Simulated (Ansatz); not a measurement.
# AlB− (quartet): from Hartree-Fock to the top rungs, aug-cc-pVTZ

How much of the correlation energy of AlB− (quartet) does each wave-function method recover here?

Method: aug-cc-pVTZ, core rule «outside noble gas», up to 6 orbitals frozen; program: Ansatz 0.2.0, Gaussian basis.

The runs, in order: UHF; CCSD(T) on ROHF; CCSD(T) on UHF; BCCD(T) on ROHF; CCSDT(Q) on ROHF; CCSDT(Q) on UHF; CASSCF and MRCISD+Q, 7 electrons in 8 orbitals; CASSCF and NEVPT2, 7 electrons in 8 orbitals.

3 further runs of the same task are left out: 3 set aside as unsound or not needed.

### 1 The system

The geometry is a PBE0/def2-TZVPD stationary point (not a proven minimum).

2 atoms, charge -1, spin multiplicity 4.

Atoms are counted from 1 here; the program's logs count them from 0.

Bond lengths: B1–Al2 2.064 Å.

### 2 UHF

Input file in.yaml:

```yaml
crystal:
  periodic: [false, false, false]
  atoms:
    - {symbol: B, position_ang: [0.000000, 0.000000, 0.000000]}
    - {symbol: Al, position_ang: [0.000000, 0.000000, 2.064300]}
basis:
  gaussian: {orbitals: aug-cc-pVTZ}
total_charge: -1
magnetization: {spin_polarized: true, initial_magnetization: 3}
hamiltonian: {xc: hf}
output: {orbitals: {seedname: orbitals}}
```

Run with:

```sh
$ ansatz run in.yaml --threads 1 --pin off --events-out ev --progress --plain --max-ram 2816MiB --backend cpu
```

The runs that follow: CCSD(T) on ROHF; CCSD(T) on UHF; BCCD(T) on ROHF; CCSDT(Q) on ROHF; CCSDT(Q) on UHF; CASSCF and MRCISD+Q, 7 electrons in 8 orbitals; CASSCF and NEVPT2, 7 electrons in 8 orbitals.

Q: Predict the results of all the runs planned. Wanted: UCCSDT(Q) below the RHF energy; RMP2 from UCCSDT(Q); UMP2 from UCCSDT(Q); RCCSD from UCCSDT(Q); RCCSD(T) from UCCSDT(Q); UCCSD(T) from UCCSDT(Q); RCCSDT(Q) from UCCSDT(Q); NEVPT2 valence from UCCSDT(Q); MRCISD+Q valence from UCCSDT(Q).

As calculated:

| quantity | value |
| --- | --- |
| UCCSDT(Q) below the RHF energy | -4.5889 eV |
| RMP2 from UCCSDT(Q) | +106.5 kJ/mol |
| UMP2 from UCCSDT(Q) | +106.3 kJ/mol |
| RCCSD from UCCSDT(Q) | +36.8 kJ/mol |
| RCCSD(T) from UCCSDT(Q) | +8.3 kJ/mol |
| UCCSD(T) from UCCSDT(Q) | +8.3 kJ/mol |
| RCCSDT(Q) from UCCSDT(Q) | +0.2 kJ/mol |
| NEVPT2 valence from UCCSDT(Q) | +73.7 kJ/mol |
| MRCISD+Q valence from UCCSDT(Q) | +3.3 kJ/mol |
| levels within 1 kcal/mol (43 meV) | RCCSDT, UCCSDT, RCCSDT(Q), MRCISD+Q valence |
| T1 diagnostic | 0.058 |
| effectively unpaired electrons | 3.06 |

RCCSD(T) lands +8.3 kJ/mol from the yardstick (1.9 % of the correlation energy). The occupations are near whole numbers, but T1 = 0.058 shows that the orbitals relax strongly. Of the multireference levels listed MRCISD+Q valence comes nearest in total energy (+3.3 kJ/mol), which doesn't show that its space is the better one. These misses are within one basis, not against nature; the frozen cores of restricted and unrestricted runs differ, which can shift their rows.
